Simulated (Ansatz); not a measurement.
Solid CO2 (dry ice)

Calculation: PBEsol in Ansatz (plane waves, PAW).

Settings: plane-wave cutoff 520 eV, 4×4×4 k mesh, scalar-relativistic PAW data made under PBE.

Cell (measured lattice):

```xyz
12
Lattice="5.5600 0.0000 0.0000 0.0000 5.5600 0.0000 0.0000 0.0000 5.5600" Properties=species:S:1:pos:R:3 pbc="T T T"
C      0.0000     2.7800     2.7800
C      2.7800     0.0000     2.7800
C      0.0000     0.0000     0.0000
C      2.7800     2.7800     0.0000
O      4.8867     3.4533     2.1067
O      2.1067     4.8867     3.4533
O      4.8867     4.8867     4.8867
O      0.6733     0.6733     0.6733
O      3.4533     2.1067     4.8867
O      3.4533     0.6733     2.1067
O      2.1067     3.4533     0.6733
O      0.6733     2.1067     3.4533
```

```
Item                                              Value
---------------------------------------------  --------
elastic constant C11                           11.5 GPa
elastic constant C12                           6.57 GPa
elastic constant C44                           4.00 GPa
Voigt–Reuss–Hill bulk modulus                  8.20 GPa
Voigt–Reuss–Hill shear modulus (Hill average)  3.28 GPa
Young modulus                                   8.7 GPa
Poisson ratio                                     0.324
```

Note: the cell isn't this level's own, so it is under some stress, which shifts stiffness and frequencies.

Elastic constants are with the ions relaxed.

Static lattice: no zero-point or thermal effects.

The result took around 10 core-minutes (rough).

Ansatz is an electronic-structure program.
